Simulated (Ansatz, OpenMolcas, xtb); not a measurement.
**SiH4O (silanol): methods side by side**

SiH4O: 6 atoms, total charge 0, spin state singlet. SMILES: `O[SiH3]`. The shape is that of a PBE0-D4/def2-TZVP optimisation.

```csv
atom,x (Å),y (Å),z (Å)
O,0.6367,-1.0303,0.4190
Si,-0.0357,0.3465,-0.1870
H,0.0691,-1.6292,0.9047
H,-1.1283,0.0457,-1.1528
H,1.0605,1.0649,-0.8756
H,-0.6023,1.2024,0.8917
```

Quantity: the vertical energy of the triplet above the singlet, in eV. The values are calculated.

```json
{"level": "GFN1-xTB", "kind": "semi-empirical", "program": "xtb", "value (eV)": "7.71", "CPU time (all runs)": "under 2 s"}
{"level": "HF/cc-pVTZ", "kind": "Hartree–Fock", "program": "OpenMolcas", "value (eV)": "6.92", "CPU time (all runs)": "41 s"}
{"level": "SVWN5/cc-pVTZ", "kind": "LDA", "program": "OpenMolcas", "value (eV)": "6.30", "CPU time (all runs)": "70 s"}
{"level": "BLYP/cc-pVTZ", "kind": "GGA", "program": "OpenMolcas", "value (eV)": "6.44", "CPU time (all runs)": "94 s"}
{"level": "TPSS/cc-pVTZ", "kind": "meta-GGA", "program": "OpenMolcas", "value (eV)": "6.62", "CPU time (all runs)": "2.2 min"}
{"level": "r2SCAN/cc-pVTZ", "kind": "meta-GGA", "program": "OpenMolcas", "value (eV)": "6.63", "CPU time (all runs)": "2 min"}
{"level": "M06-2X/cc-pVTZ", "kind": "hybrid meta-GGA", "program": "OpenMolcas", "value (eV)": "7.32", "CPU time (all runs)": "2 min"}
{"level": "FCI/STO-3G", "kind": "exact in the basis", "program": "Ansatz", "value (eV)": "9.24", "CPU time (all runs)": "5.8 s"}
```

The values span 6.30 to 9.24 eV. GFN1-xTB: no spin polarisation, so open shells miss the exchange term that lowers them. A triplet this far above the singlet is often a Rydberg-like or dissociative state; sets without diffuse functions put Rydberg states too high. High-level rows in very small sets aren't better than simpler rows in larger ones. The upper state's dipole differs much between rows, so they may not all be the same state. CPU times are rough (shared hosts, several kinds of processor and program).
